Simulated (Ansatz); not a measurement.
**How the polycrystal shear modulus of rock-salt LiBr moves with the method**

No measured value is used here.

```tsv
level (code)	value (GPa)	cell (Å³/atom)
LDA (Ansatz)	21.9	18.72
PBE (Ansatz)	[?]	20.92
B3LYP (VWN-RPA form) (Ansatz)	13.9	21.50
Hartree–Fock (Ansatz)	12.6	22.79
```

Q: What belongs in the gaps?

A: 
- PBE (Ansatz, a first-principles code), value (GPa): 16.0

Each level is taken at its own relaxed cell. Ansatz's density-functional and Hartree–Fock values are scalar-relativistic unless marked +SOC, with PAW data made under PBE.
